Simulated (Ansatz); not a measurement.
**CO, quintet in 6-31G: errors against full CI**

Geometry: that of the CO, triplet, kept fixed. The triplet lies 5.6 eV lower here.

```xyz
2

O     0.0000    0.0000    0.0000
C     0.0000    0.0000    1.1955
```

Basis 6-31G; Ansatz 0.2.0. Correlated methods freeze the noble-gas cores, which leaves 10 electrons in 16 orbitals. Prefix R: restricted or restricted open-shell reference; prefix U: unrestricted. Active spaces: valence = (10e, 8o) chosen from the atoms' valence shells.

Full CI is exact within this basis and frozen core; it isn't the basis-set limit. The frozen core follows each run's orbitals, which can shift R against U totals by a few meV.

For open shells CISD and CISDTQ are restricted-active-space CI with the open shells as a complete middle space.

- UHF ⟨S²⟩: 6.008
- T1 diagnostic (RCCSD): 0.0178
- largest doubles amplitude (RCCSD): 0.035
- T1 diagnostic (UCCSD): 0.0118

```csv
level,E − E(RHF) (eV)
UHF,-0.1092
RMP2,-2.7578
UMP2,-2.7749
RCCSD,-3.1449
UCCSD,-3.1474
RCCSD(T),-3.1789
UCCSD(T),-3.1804
```

Q: Estimate how far full CI in 6-31G lies from RCCSD(T). The table doesn't fix it; the size of (T) and the diagnostics are the guide.

A: Full CI in 6-31G lies 1.1 kJ/mol below RCCSD(T), which is 33 % of the (T) step (-3.3 kJ/mol). The diagnostics give no warning, yet the rest is a sizeable part of (T).

The other levels:

| level | E − E(full CI) (kJ/mol) | share of correlation (%) | wall time |
| --- | --- | --- | --- |
| CISD | 12.6 | 95.92 | 0.81 s |
| BCCD(T) | 1.1 | 99.64 | 0.48 s |
| RCCSDT | 0.4 | 99.87 | – |
| UCCSDT | 0.3 | 99.91 | – |
| CISDTQ | 0.2 | 99.93 | 12 s |
| RCCSDT(Q) | 0.0 | 99.99 | 3 s |
| UCCSDT(Q) | -0.1 | 100.04 | 2.6 s |
| RCCSDTQ | 0.0 | 100.01 | 26 s |
| UCCSDTQ | -0.2 | 100.05 | 26 s |
| CASSCF (valence space) | 234.3 | 23.88 | – |
| NEVPT2 (valence space) | 50.7 | 83.51 | 0.27 s |
| MRCISD (valence space) | 9.3 | 96.98 | – |
| MRCISD+Q (valence space) | 2.4 | 99.21 | 0.93 s |

The correlation energy at full CI, counted from RHF, is -3.190 eV. That run took 20 s on 1 thread of Arm Neoverse V1, shared host over 1,601,600 determinants.

Times hold each run's SCF and search for its determinant on a shared host, so for small cases they say little of a method's own cost; they ran on 1 thread of Arm Neoverse V1. Some runs computed forces too.

The full-CI state has the irrep B1 of C2v, in the program's axes (one component, if the state is degenerate).

Natural occupations of full CI about the gap: 1.988 1.977 1.974 1.001 0.998 0.998 0.992 0.021 0.015 0.011; effectively unpaired electrons, Σ n²(2−n)², 4.01.
